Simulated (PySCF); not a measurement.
C3H7OP.
Atom-mapped SMILES: `[CH3:1][PH:2][C:3]([CH3:4])=[O:5]` (hydrogens: H6, H7, H8 on C1; H9 on P2; H10, H11, H12 on C4)

Geometry (PBE0-D3(BJ)/def2-SVP, Å), atoms numbered from 1 in this order:
```xyz
12
C3H7OP angstrom
C     -1.5011    0.3405   -0.2686
P     -0.1744    1.5295    0.2506
C      1.2228    0.3694    0.7313
C      1.5482   -0.7384   -0.2391
O      1.8680    0.5710    1.7286
H     -1.6456   -0.4979    0.4280
H     -1.2655   -0.0549   -1.2676
H     -2.4477    0.8947   -0.3530
H     -0.5890    1.7669    1.5907
H      2.5053   -1.1971    0.0435
H      0.7571   -1.5048   -0.2165
H      1.6004   -0.3530   -1.2695
```

Method used: core-valence-separated Tamm–Dancoff BHandHLYP/aug-pcX-1 (pcseg-1 on H, def2-SVPD on P) in PySCF, non-relativistic, gas phase, PBE0-D3(BJ)/def2-SVP geometry. No empirical shift is added; at this level the pattern usually sits a few eV under experiment.

(1) Give energies, oscillator strengths and core holes at the C K edge.

(2) Give energies, oscillator strengths and core holes at the O K edge.

Answers

(1) 
```json
{"E (eV)": "283.37", "f": "0.0787", "core hole on": "C3", "main final orbital": "LUMO (65 %)", "polarisation": "normal to the local trigonal plane"}
{"E (eV)": "284.80", "f": "0.0002", "core hole on": "C4", "main final orbital": "LUMO (75 %)", "polarisation": "–"}
{"E (eV)": "285.28", "f": "0.0143", "core hole on": "C1", "main final orbital": "LUMO (72 %)", "polarisation": "–"}
{"E (eV)": "285.73", "f": "0.0096", "core hole on": "C4", "main final orbital": "LUMO+1 (56 %)", "polarisation": "–"}
{"E (eV)": "285.86", "f": "0.0209", "core hole on": "C1", "main final orbital": "LUMO+1 (61 %)", "polarisation": "–"}
{"E (eV)": "286.32", "f": "0.0316", "core hole on": "C4", "main final orbital": "spread", "polarisation": "–"}
{"E (eV)": "286.39", "f": "0.0331", "core hole on": "C1", "main final orbital": "spread", "polarisation": "–"}
{"E (eV)": "286.47", "f": "0.0340", "core hole on": "C1", "main final orbital": "LUMO+4 (51 %)", "polarisation": "–"}
{"E (eV)": "286.63", "f": "0.0303", "core hole on": "C4", "main final orbital": "spread", "polarisation": "–"}
{"E (eV)": "286.80", "f": "0.0103", "core hole on": "C1", "main final orbital": "spread", "polarisation": "–"}
{"E (eV)": "287.03", "f": "0.0025", "core hole on": "C1", "main final orbital": "LUMO+3 (52 %)", "polarisation": "–"}
{"E (eV)": "287.16", "f": "0.0080", "core hole on": "C4", "main final orbital": "spread", "polarisation": "–"}
{"E (eV)": "287.28", "f": "0.0016", "core hole on": "C4", "main final orbital": "LUMO+2 (48 %)", "polarisation": "–"}
{"E (eV)": "287.39", "f": "0.0019", "core hole on": "C1", "main final orbital": "LUMO+5 (37 %)", "polarisation": "–"}
{"E (eV)": "287.71", "f": "0.0123", "core hole on": "C4", "main final orbital": "LUMO+3 (38 %)", "polarisation": "–"}
```

The first line with a tenth or more of the strongest one's intensity is at 283.37 eV (f = 0.079), with the hole on C3 (carbonyl carbon), polarised normal to the local trigonal plane: a 1s→π* resonance. It is also the strongest listed.

(2) 
| E (eV) | f | core hole on | main final orbital | polarisation |
| --- | --- | --- | --- | --- |
| 528.51 | 0.0502 | O5 | LUMO (69 %) | normal to the local trigonal plane |
| 533.86 | 0.0006 | O5 | LUMO+3 (34 %) | – |
| 534.13 | 0.0018 | O5 | LUMO+1 (50 %) | in the local trigonal plane |
| 534.47 | 0.0032 | O5 | spread | in the local trigonal plane |
| 534.68 | 0.0036 | O5 | LUMO+2 (41 %) | in the local trigonal plane |
| 535.05 | 0.0017 | O5 | spread | mixed |
| 535.17 | 0.0043 | O5 | spread | in the local trigonal plane |

The first line with a tenth or more of the strongest one's intensity is at 528.51 eV (f = 0.050), with the hole on O5 (carbonyl oxygen), polarised normal to the local trigonal plane: a 1s→π* resonance. It is also the strongest listed.

Roots within 0.03 eV whose holes lie on the same, on equivalent or on shared atoms are summed into one line, and the highest roots are left out, as the search may have cut off their partners. Final orbitals are the ground state's empty Kohn–Sham orbitals. A dash: too weak, shared between unlike atoms, or no plane or axis to refer to.

Problem. What are the wavelength and the wavenumber of the 287.16 eV line?

Solution. λ = 12398.42 eV Å/287.16 eV = 43.176 Å; 2.3161 × 10⁶ cm⁻¹.

The list ends where the root search ended, not at a threshold.

On one thread, Arm Neoverse N1 (aarch64), no GPU, shared host with 64 logical CPUs at a one-minute load of 62, this took 23 s and 0.85 GiB of memory at its peak.

One conformer stands for the species.
